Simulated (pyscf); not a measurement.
Elementary routes open to propane (H₃C–CH₂–CH₃) + H atom (H•) in the gas phase (doublet surface):
A. methane (CH₄) + ethyl (•H₂C–CH₃) (C–C broken; C–H formed)
B. H₃C–CH•–CH₃ + hydrogen (H₂) (C–H broken; H–H formed)

PySCF, gas phase, ωB97X-D3(BJ)/def2-SVP geometries.

**Question.** Rank the routes by free-energy barrier at 1200 K, lowest first, for ωB97M-D3(BJ)/def2-TZVP energies (ideal gas, 1 atm, RRHO with modes under 100 cm⁻¹ raised to 100, one conformer, R ln 2 for chiral ones without a mode under 150 cm⁻¹).

**Answer.** B (31.1 kcal/mol), A (62.2 kcal/mol)

Route B is the fastest of these, ahead of the next by 31.1 kcal/mol. The most stable products are those of A (ΔG = -31.4 kcal/mol), whose barrier is 31.1 kcal/mol higher: the kinetic and the thermodynamic product differ. At 298 K B is still the fastest. Only these routes are compared; each barrier is that of the saddle found, and lower ones may exist.
